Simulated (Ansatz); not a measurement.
`C=C(F)C(=C)F` + H₂ → `C=CC(=C)F` + H–F at 700 K and 1 bar (hydrogenolysis of a C–F bond).

Isolated molecules relaxed with PBE0-D4/def2-TZVP in Ansatz; ΔE leaves out vibrations. CBS: MP2 limit from def2 TZ/QZ plus the TZ coupled-cluster correction, frozen cores. This one scheme is used for every species. One conformer a species, not always the lowest.

| species | CCSD(T)/CBS energy (Eh) | H − E (kJ/mol) | S (J/(mol·K)) |
| --- | --- | --- | --- |
| `C=C(F)C(=C)F` | -354.14501 | 254.3 | 420.7 |
| H₂ | -1.17544 | 46.8 | 155.3 |
| `C=CC(=C)F` | -254.96356 | 268.9 | 399.0 |
| H–F | -100.39570 | 45.2 | 198.5 |

H − E and S are ideal-gas, rigid-rotor, harmonic terms from PBE0-D4/def2-TZVP, for one conformer and one mirror image of each species. The MP2-based limit puts H₂ 0.8 mEh under its directly extrapolated value; such offsets cancel only in part. 1 Eh = 2625.50 kJ/mol, R = 8.31446 J/(mol·K).

Question: By hand: ΔE, ΔH, ΔS and ΔG.

Answer: ΔE = (-254.96356) + (-100.39570) − (-354.14501) − (-1.17544) = -0.03881 Eh = -101.9 kJ/mol. Δ(H − E) = 268.9 + 45.2 − 254.3 − 46.8 = 13.0, so ΔH = -88.9 kJ/mol. ΔS = 399.0 + 198.5 − 420.7 − 155.3 = 21.5 J/(mol·K). ΔG = -88.9 − 700 × (21.5)/1000 = -104.0 kJ/mol.

Question: By hand: the equilibrium constant, and the temperature at which ΔG would vanish if ΔH and ΔS stayed fixed.

Answer: log₁₀ K = −ΔG/(RT ln 10) = 7.8. ΔH and −TΔS have one sign here, so there is no such temperature.

ΔH outweighs TΔS. A doubt of 5 kJ/mol in ΔE shifts log₁₀ K by 0.4 here. Other conformers and mirror images would add mixing entropy, several J/(mol·K) or more a flexible species. These are equilibria of isolated gas molecules and say nothing of rates. Largest T1 diagnostic: 0.012 (customary marks: 0.02 for closed shells, 0.045 for open ones).
